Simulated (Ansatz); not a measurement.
Input for Ansatz (development build ahead of 0.2.0):

```yaml
crystal:
  periodic: [false, false, false]
  atoms:
    - { symbol: S, position_ang: [0.0, 0.0, 0.0] }
    - { symbol: C, position_ang: [0.0, 0.0, 3.738] }
    - { symbol: H, position_ang: [0.4883, 0.8458, 4.1751] }
    - { symbol: H, position_ang: [-0.9767, 0.0, 4.1751] }
    - { symbol: H, position_ang: [0.4883, -0.8458, 4.1751] }
basis:
  gaussian: { orbitals: pcseg-2 }
magnetization:
  initial_magnetization: 1
hamiltonian:
  xc: pbe
```

The input is written out in the form of the current development build from the run's settings.

Output:

- Converged: yes
- Total energy: -437.69296 hartree
- Spin squared of the determinant: 0.750
- Stability test: minimum among restricted orbitals

Caution: stretched shape with no unrestricted run beside it, a lower state can exist; charge can spread falsely over distant fragments.
